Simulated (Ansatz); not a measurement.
## FHMgO, SMILES [OH][Mg][F]: a ladder of basis sets, step by step

Computed with the Python package of Ansatz (0.2.0).

Run as a notebook:

```python
import warnings

import ansatz as az
```

```python
warnings.simplefilter("ignore", az.DeckWarning)
```

```python
system = (
    az.Crystal.molecule()
    .atom("O", (-0.336, 1.2698, -0.4543))
    .atom("Mg", (-0.1412, -0.6155, 0.0139))
    .atom("F", (0.072, -2.5006, 0.4725))
    .atom("H", (0.4607, 1.7859, -0.0525))
)
```

```python
base = system.calculation().functional("pbe0")
```

```python
energies = {}
for basis in ["STO-3G", "6-31G", "6-31G*", "def2-SVP", "def2-SVPD", "def2-TZVP", "def2-TZVPP"]:
    data = base.basis(gaussian=basis).run().report
    size = data["n_frozen"] + data["n_occupied"][0] + data["n_virtual"][0]
    energies[basis] = (data["reference_energy_ev"] / 27.211386246, data["free_energy_ev"] / 27.211386246)
    print(f"{basis:14s} {size:4d} orbitals  reference {energies[basis][0]:14.6f} Ha  total {energies[basis][1]:14.6f} Ha")
```

    STO-3G           20 orbitals  reference    -370.460057 Ha  total    -370.460057 Ha
    6-31G            33 orbitals  reference    -375.470692 Ha  total    -375.470692 Ha
    6-31G*           51 orbitals  reference    -375.514491 Ha  total    -375.514491 Ha
    def2-SVP         51 orbitals  reference    -375.335582 Ha  total    -375.335582 Ha
    def2-SVPD        75 orbitals  reference    -375.360502 Ha  total    -375.360502 Ha
    def2-TZVP       100 orbitals  reference    -375.624857 Ha  total    -375.624857 Ha
    def2-TZVPP      108 orbitals  reference    -375.626504 Ha  total    -375.626504 Ha

```python
last = energies["def2-TZVPP"][1]
for basis, (_, total) in energies.items():
    print(f"{basis:14s} lies {27.211386 * (total - last):9.4f} eV above def2-TZVPP")
```

    STO-3G         lies  140.5862 eV above def2-TZVPP
    6-31G          lies    4.2399 eV above def2-TZVPP
    6-31G*         lies    3.0480 eV above def2-TZVPP
    def2-SVP       lies    7.9164 eV above def2-TZVPP
    def2-SVPD      lies    7.2383 eV above def2-TZVPP
    def2-TZVP      lies    0.0448 eV above def2-TZVPP
    def2-TZVPP     lies    0.0000 eV above def2-TZVPP

Against STO-3G: 6-31G -5010.6 mHa, 6-31G* -5054.4 mHa, def2-SVP -4875.5 mHa, def2-SVPD -4900.4 mHa, def2-TZVP -5164.8 mHa and def2-TZVPP -5166.4 mHa. The last step alone is -1.65 mHa (these two sets differ little on atoms other than hydrogen).

Caveats:
- The drop along the ladder measures the basis error, and is no property of the molecule.
- The geometry is a force-field or estimated start, not a minimum of this method, and the last set is no limit. Much of the fall in a total is atomic energy, which cancels in bond and reaction energies.
- Totals across families of basis sets mostly measure their core functions.
- Hardware and time: 6.9 s on 1 thread of Arm Neoverse V1, with other jobs on the host, peak memory 0.21 GiB.
